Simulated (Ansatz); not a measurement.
A nudged elastic band was laid between two geometries of C2H4FO (8 atoms, charge 1, multiplicity 1).

Method: RKS PBE/def2-SVP in Ansatz.

```
movable images  : 7
climbing image  : yes
spring          : 5.0 eV/Å²
optimiser       : quadratic models (default)
start path      : IDPP
force threshold : 0.05 eV/Å
iteration limit : 60
end points      : relaxed
```

Image 0:

```xyz
8
Properties=species:S:1:pos:R:3
O -0.222 1.181 -0.365
C 0.345 0.157 0.511
C 0.239 -1.107 0.080
F -0.410 -1.349 -1.057
H -0.579 0.774 -1.202
H -0.915 1.750 0.058
H 0.870 0.574 1.378
H 0.671 -1.980 0.597
```

Image 8:

```xyz
8
Properties=species:S:1:pos:R:3
O -0.270 1.182 -0.323
C 0.500 0.147 0.365
C -0.013 -1.089 0.319
F -1.127 -1.298 -0.379
H 0.234 1.679 -1.018
H -1.104 0.801 -0.712
H 1.364 0.542 0.911
H 0.415 -1.963 0.838
```

**Question.** What changes between the two ends?

**Answer.** No bond is made or broken. The dihedral H6–O1–C2–C3 goes from 123 to 2°. The two ends are copies of one structure, up to a mirror image or an exchange of like atoms.

**Question.** What energy profile does the band end with?

**Answer.** It converged. The highest image is number 4 of 0 to 8, 0.9 kcal/mol above the ends, which have the same energy within 2 meV. A vibrational analysis at the climbing image gives one clearly imaginary mode, 143i cm⁻¹: a first-order saddle point. Limits of this set-up: the dipole of an ion depends on the origin.

```json
{"image": "0", "path coordinate (Å)": "0.00", "energy (kcal/mol)": "0.0", "dihedral H6–O1–C2–C3 (°)": "123"}
{"image": "1", "path coordinate (Å)": "0.28", "energy (kcal/mol)": "0.2", "dihedral H6–O1–C2–C3 (°)": "108"}
{"image": "2", "path coordinate (Å)": "0.56", "energy (kcal/mol)": "0.6", "dihedral H6–O1–C2–C3 (°)": "94"}
{"image": "3", "path coordinate (Å)": "0.84", "energy (kcal/mol)": "0.8", "dihedral H6–O1–C2–C3 (°)": "79"}
{"image": "4", "path coordinate (Å)": "1.12", "energy (kcal/mol)": "0.9", "dihedral H6–O1–C2–C3 (°)": "65"}
{"image": "5", "path coordinate (Å)": "1.40", "energy (kcal/mol)": "0.8", "dihedral H6–O1–C2–C3 (°)": "49"}
{"image": "6", "path coordinate (Å)": "1.69", "energy (kcal/mol)": "0.6", "dihedral H6–O1–C2–C3 (°)": "33"}
{"image": "7", "path coordinate (Å)": "1.97", "energy (kcal/mol)": "0.2", "dihedral H6–O1–C2–C3 (°)": "17"}
{"image": "8", "path coordinate (Å)": "2.25", "energy (kcal/mol)": "0.0", "dihedral H6–O1–C2–C3 (°)": "2"}
```

**Question.** What is the geometry of the highest image?

**Answer.** 
```xyz
8
Properties=species:S:1:pos:R:3:forces:R:3
O -0.164 1.217 -0.380 0.00 -0.01 0.00
C 0.477 0.157 0.409 0.00 0.01 0.00
C 0.039 -1.101 0.245 0.01 -0.01 -0.02
F -0.935 -1.385 -0.598 0.00 0.00 0.00
H -0.032 1.151 -1.360 0.00 0.00 0.00
H -1.122 1.372 -0.177 0.00 0.00 0.00
H 1.268 0.543 1.062 0.00 0.00 0.00
H 0.470 -1.954 0.799 0.00 0.00 0.01
```

**Question.** What are the harmonic wavenumbers there?

**Answer.** 143i, 208, 444, 596, 695, 725, 896, 907, 1033, 1110, 1223, 1297, 1569, 1697, 3141, 3223, 3487, 3559 cm⁻¹.

The band took 5 iterations and roughly 30 core-seconds.

Run time: 37 s on 1 CPU thread of a shared host.
